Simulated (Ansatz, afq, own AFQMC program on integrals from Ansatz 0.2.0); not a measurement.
## GeH$_{2}$O, singlet: AFQMC among the cluster methods

| atom | x (Å) | y (Å) | z (Å) |
| --- | --- | --- | --- |
| Ge | 0.0000 | 0.0000 | 0.2692 |
| O | 0.0000 | 0.0000 | -1.3631 |
| H | 0.0000 | 1.2866 | 1.1183 |
| H | 0.0000 | -1.2866 | 1.1183 |

Connectivity, by distances: GeH2–O.

Basis cc-pVDZ. Only valence electrons are correlated. Integrals, coupled cluster, full CI and functionals: Ansatz 0.2.0; the random walks run on the same integrals in our own AFQMC program. ph-AFQMC/CISD is guided by a CISD state made of CCSD amplitudes; releasing the constraint for a short imaginary time cuts its bias at the price of noise, slowly where states lie close. Error bars are statistical, one sigma. No spin–orbit coupling.

Determinant: RHF, the one that the program's search chose, which needn't be the lowest solution. The geometry is a point of a scan.

No full CI on the walks' own integrals is used here; CCSDT(Q) serves as the reference and is uncertain by about the last step of the cluster series.

Cautions: no relativity below Rb; no spin-orbit coupling; inner d shell frozen; higher spins were not checked; restricted determinant unstable towards unrestricted (UHF 8 meV lower, ⟨S²⟩ 0.22); raised T1 diagnostic (T1 0.031, weight of the determinant 0.87, largest double 0.11).

```
T1 diagnostic                               : 0.0306
weight of the determinant in the CISD state : 0.866
size of the correlated space                : 12 electrons in 36 orbitals
```

Reference: CCSDT(Q), correlation energy -8.764 eV. The released energy is read at 2.40 1/Eh (meV from the phaseless value at times in 1/Eh: 11 ± 22 at 0.24, -36 ± 24 at 0.51, -37 ± 20 at 0.99, -32 ± 26 at 1.62, -47 ± 36 at 2.40).

| level | E − E(reference) (kcal/mol) | share of correlation (%) |
| --- | --- | --- |
| HF | 202.10 | 0.00 |
| MP2 | 15.38 | 92.39 |
| CCSD | 8.82 | 95.64 |
| CCSD(T) | 1.54 | 99.24 |
| CCSDT | 1.06 | 99.47 |
| ph-AFQMC/CISD | 0.99 ± 0.62 | 99.51 |
| released AFQMC | -0.10 ± 0.82 | 100.05 |

A walk keeps the symmetry of its determinant, which the program's search chose and which needn't be the lowest solution, so a lower state of the same spin and another symmetry isn't excluded. Released energies are given only where the last usable release times agree within the noise; a slower fall can still hide under it.
